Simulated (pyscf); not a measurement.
Four-centre exchange: `[OH][Zr]([F])([F])[F]` + `[NH3]` → `[OH2]` + `[NH2][Zr]([F])([F])[F]`

Gas phase, singlet surface, charge 0. Bonds broken: O1–Zr2, N7–H8. Bonds formed: O1–H8, Zr2–N7. Single points on ωB97X-D3(BJ)/def2-SVP structures (PySCF, gas phase).

Transition state (Å):

```xyz
10

O      0.7497    -0.0100     1.1275
Zr    -0.1580     0.5675    -0.8131
F      0.3027     2.4156    -0.7416
F     -1.4804     0.5108    -2.1981
F      1.0980    -0.6236    -1.6295
H      1.4407    -0.6372     1.3652
N     -1.5892    -0.1058     0.7160
H     -0.3310    -0.2700     1.3249
H     -2.2117     0.5792     1.1481
H     -2.1625    -0.9238     0.5036
```

One imaginary mode, 801i cm⁻¹; descent along it reached the two sides named, in the forms told below.

```tsv
bond	change	reactant side (Å)	saddle	product side
O1–Zr2	breaks	1.944	2.219	2.402
N7–H8	breaks	1.021	1.407	3.5
O1–H8	forms	2.7	1.129	0.969
Zr2–N7	forms	2.441	2.200	2.025
```

Electronic energies relative to the separated reactants (kJ/mol):

| level | barrier | reaction energy | reverse barrier |
|---|---|---|---|
| ωB97X-D3(BJ)/def2-TZVP | 25.8 | +71.5 | -45.7 |
| PBE/def2-TZVP | 30.3 | +71.5 | -41.2 |
| r²SCAN/def2-TZVP | 26.0 | +74.7 | -48.7 |
| B3LYP-D3(BJ)/def2-TZVP | 33.6 | +72.9 | -39.3 |
| PBE0-D3(BJ)/def2-TZVP | 26.2 | +70.3 | -44.1 |
| M06-2X/def2-TZVP | 20.5 | +68.7 | -48.2 |
| ωB97M-D3(BJ)/def2-TZVP | 36.4 | +74.3 | -37.9 |
| HF/def2-TZVP | 82.2 | +79.8 | 2.3 |

With ωB97M-D3(BJ)/def2-TZVP energies and thermal terms (ideal gas, 1 atm, RRHO with modes under 100 cm⁻¹ raised to 100, one conformer, R ln 2 for chiral ones without a mode under 150 cm⁻¹), in kJ/mol:

| T (K) | ΔH‡ | ΔG‡ | ΔH | ΔG |
|---|---|---|---|---|
| 298 | 29.7 | 74.5 | +71.6 | +67.1 |
| 600 | 30.9 | 119.6 | +72.9 | +62.0 |
| 900 | 34.0 | 163.4 | +73.6 | +56.4 |
| 1200 | 37.5 | 206.0 | +74.0 | +50.6 |

On the reactant side the descent ends in an adduct with a N–Zr contact, 103.2 kJ/mol under the separated species and 129.0 kJ/mol under the saddle at ωB97X-D3(BJ)/def2-TZVP. On the product side the descent ends in an adduct with a O–Zr contact (not fully relaxed), 83.3 kJ/mol under the separated species and 37.6 kJ/mol under the saddle at ωB97X-D3(BJ)/def2-TZVP. At ωB97X-D3(BJ)/def2-TZVP, PBE, r²SCAN, B3LYP-D3(BJ), PBE0-D3(BJ), M06-2X, ωB97M-D3(BJ) the saddle lies under the separated products, which points to a path from their complex (located at ωB97X-D3(BJ) alone), and parting the products costs more than the saddle. What is counted as formed (N–Zr) is already present as a longer contact in the reactant adduct; forming that adduct is a step of its own. What is counted as broken (O–Zr) persists as a longer contact in the product adduct; parting that adduct is a step of its own. One saddle was located; it need not be the lowest between these sides. Elements past Kr carry the def2 core potentials, without spin-orbit coupling.
